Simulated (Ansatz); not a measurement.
# C2H3O (doublet): the correlation ladder, cc-pVDZ

An exercise on one series of results from a longer session: the logs are not shown, and one member is left open.

Program: Ansatz 0.2.0, Gaussian basis. Level of theory: cc-pVDZ, core rule «outside noble gas», up to 3 orbitals frozen. These are calculated values, not measurements.

To be run: UHF; CCSD(T) on ROHF; CCSD(T) on UHF; CCSDT(Q) on UHF.

## The system

The geometry is an MP2(full)/6-31G* stationary point (not a proven minimum).

6 atoms, charge 0, spin multiplicity 2.

Atoms are counted from 1 here; the program's logs count them from 0.

Bond lengths: C1–C2 1.513 Å, C1–H3 1.093 Å, C1–H4 1.092 Å, C1–H5 1.092 Å, C2–O6 1.196 Å. Angles: C2–C1–H3 111.1°, C2–C1–H4 108.6°, C2–C1–H5 108.6°, H3–C1–H4 110.4°, H3–C1–H5 110.4°, H4–C1–H5 107.6°, C1–C2–O6 127.5°.

As a file:

```
C    -1.06309   -0.71079    0.00000
C    -0.08480    0.44331    0.00000
H    -0.54035   -1.67081    0.00000
H    -1.70243   -0.62625    0.88106
H    -1.70243   -0.62625   -0.88106
O     1.11027    0.38497    0.00000
```

Set-up of the first run:

in.yaml reads:

```yaml
crystal:
  periodic: [false, false, false]
  atoms:
    - {symbol: C, position_ang: [-1.063094, -0.710792, 0.000000]}
    - {symbol: C, position_ang: [-0.084803, 0.443305, 0.000000]}
    - {symbol: H, position_ang: [-0.540354, -1.670815, 0.000000]}
    - {symbol: H, position_ang: [-1.702429, -0.626249, 0.881061]}
    - {symbol: H, position_ang: [-1.702429, -0.626249, -0.881061]}
    - {symbol: O, position_ang: [1.110266, 0.384967, 0.000000]}
basis:
  gaussian: {orbitals: cc-pVDZ}
magnetization: {spin_polarized: true, initial_magnetization: 1}
hamiltonian: {xc: hf}
output: {orbitals: {seedname: orbitals}}
```

Launch:

```
ansatz run in.yaml --threads 1 --pin off --events-out ev --progress --plain --max-ram 2880MiB --backend cpu
```

Steps of the session up to this table: UHF; CCSD(T) on ROHF; CCSD(T) on UHF; CCSDT(Q) on UHF.

One of the session's tables, all rows but one given; the rest of the session is left out.

It belongs to the step «Misses and costs». 

| method | from UCCSDT(Q) (kJ/mol) |
| --- | --- |
| ROHF | +1267.7 |
| UHF | +1255.2 |
| RMP2 | +108.2 |
| UMP2 | +111.8 |
| RCCSD | ? |
| UCCSD | +46.7 |
| RCCSD(T) | +6.0 |
| UCCSD(T) | +6.2 |
| UCCSDT | +3.7 |
| UCCSDT(Q) | 0 |

**Question.** Estimate the row for RCCSD.

The run gave: from UCCSDT(Q) (kJ/mol): +47.2. In the column «from UCCSDT(Q) (kJ/mol)» it lies between UCCSD (+46.7) and RMP2 (+108.2).

With the free atoms at the same levels and basis (separate runs), the atomisation energy is 23.353 eV at UCCSDT(Q), 23.318 eV at RCCSD(T), 23.312 eV at UCCSD(T), 17.812 eV at ROHF.

Caveats from the session: Restricted and unrestricted rows rest on different reference determinants; where their highest levels disagree by more than a few hundredths of an eV, they describe different states and don't form one ladder.
